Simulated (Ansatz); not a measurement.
A run of Ansatz (development build ahead of 0.2.0) on triplet CH₃N at this shape:

```yaml
atoms:
  - { symbol: C, position_ang: [0.4722, 0.0713, -0.3104] }
  - { symbol: N, position_ang: [-0.6109, -0.0615, 0.2965] }
  - { symbol: H, position_ang: [-0.4849, -0.5479, 1.1716] }
  - { symbol: H, position_ang: [0.4932, 0.5776, -1.2748] }
  - { symbol: H, position_ang: [1.4354, -0.2910, 0.0589] }
```

Its results:

```
Converged                       : yes
Reference energy                : -93.81994 hartree
Correlation energy              : -0.25983 hartree
Total energy                    : -94.07977 hartree
Spin squared of the determinant : 2.015
Stability test                  : minimum
```

Forces (eV/Å):
```csv
atom,Fx,Fy,Fz
C1,5.509,2.080,-5.741
N2,-3.251,-1.882,4.631
H3,-2.128,-0.067,0.819
H4,0.179,0.027,-0.112
H5,-0.309,-0.157,0.403
```

Which input gives this output? Name the method, the orbitals and the basis set, and write the input.

UHF-MP2 in def2-SVP.

```yaml
crystal:
  periodic: [false, false, false]
  atoms:
    - { symbol: C, position_ang: [0.47222, 0.07133, -0.31038] }
    - { symbol: "N", position_ang: [-0.61089, -0.06146, 0.29646] }
    - { symbol: H, position_ang: [-0.48486, -0.54788, 1.17164] }
    - { symbol: H, position_ang: [0.49322, 0.57755, -1.27478] }
    - { symbol: H, position_ang: [1.4354, -0.29099, 0.05887] }
basis:
  gaussian: { orbitals: def2-SVP }
magnetization:
  spin_polarized: true
  initial_magnetization: 2
hamiltonian:
  xc: hf
correlation:
  method: mp2
  frozen_orbitals: { C: 1, H: 0, "N": 1 }
output:
  forces: true
```

Caution: another spin multiplicity may lie lower.
